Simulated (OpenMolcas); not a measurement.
# How basis sets differ on CH6Si (methylsilane)

CH6Si has 8 atoms, charge 0, and is taken as a singlet. As SMILES, `C[SiH3]`. The shape is that of a GFN2-xTB optimisation.

```tsv
atom	x (Å)	y (Å)	z (Å)
C	-0.1809	0.2390	-0.9369
Si	0.1675	-0.2214	0.8688
H	-1.2326	0.1158	-1.1797
H	0.3889	-0.3851	-1.6201
H	0.0839	1.2733	-1.1386
H	-0.6193	0.6394	1.7550
H	1.5927	-0.0402	1.1540
H	-0.2001	-1.6208	1.0975
```

Each level gives the dipole moment (D). The values are calculated.

```csv
level,kind,program,value (D)
SVWN5/def2-SV(P),LDA,OpenMolcas,0.68
SVWN5/def2-SVP,LDA,OpenMolcas,0.68
SVWN5/def2-TZVP,LDA,OpenMolcas,0.68
SVWN5/def2-TZVPP (RICD fitting),LDA,OpenMolcas,0.68
```

The values span 0.68 to 0.68 D. Magnitudes only: a small dipole may point the other way at some levels.
